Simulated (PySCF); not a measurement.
**The first ionisation energy along group 16**

All values are computed (PySCF 2.14, energy differences of UHF-based or UKS calculations, no spin-orbit coupling). Values in eV. The last column holds reference values (NIST; (s) semi-empirical, (t) theoretical, else measured). Unmarked ones compare directly (S terms, centres of terms, or small fine structure); those marked * lie between the lowest fine-structure levels and include a spin-orbit shift.

```tsv
element	configurations	UHF	MP2 (valence)	LDA	PBE	PBE0	r2SCAN	reference
O (dyall-av2z, non-relativistic)	[He] 2s2 2p4 → [He] 2s2 2p3	11.982	13.091	13.981	14.030	13.815	13.673	13.608
S (dyall-av2z, non-relativistic)	[Ne] 3s2 3p4 → [Ne] 3s2 3p3	9.217	9.783	10.579	10.415	10.391	10.373	10.336
Se (dyall-av2z, non-relativistic)	[Ar] 3d10 4s2 4p4 → [Ar] 3d10 4s2 4p3	8.590	9.078	9.939	9.676	9.669	9.732	9.635
Te (dyall-av2z, non-relativistic)	[Kr] 4d10 5s2 5p4 → [Kr] 4d10 5s2 5p3	7.779	8.180	9.051	8.774	8.780	8.806	8.749
```

| method | elements | mean error (eV) | mean absolute error (eV) | largest error (eV) |
| --- | --- | --- | --- | --- |
| UHF | 4 | -1.190 | 1.190 | -1.627 |
| MP2 (valence) | 4 | -0.549 | 0.549 | -0.569 |
| LDA | 4 | 0.305 | 0.305 | 0.372 |
| PBE | 4 | 0.142 | 0.142 | 0.422 |
| PBE0 | 4 | 0.082 | 0.082 | 0.207 |
| r2SCAN | 4 | 0.064 | 0.064 | 0.097 |

Errors include the incompleteness of the basis and the frozen core.

"Valence" correlates the outer s and p shells and, in groups 3 to 12 and the f block, the outer d or f shell, open or full, or the next shell where the ion has no valence electron left; the wider scheme adds the next inner shell.
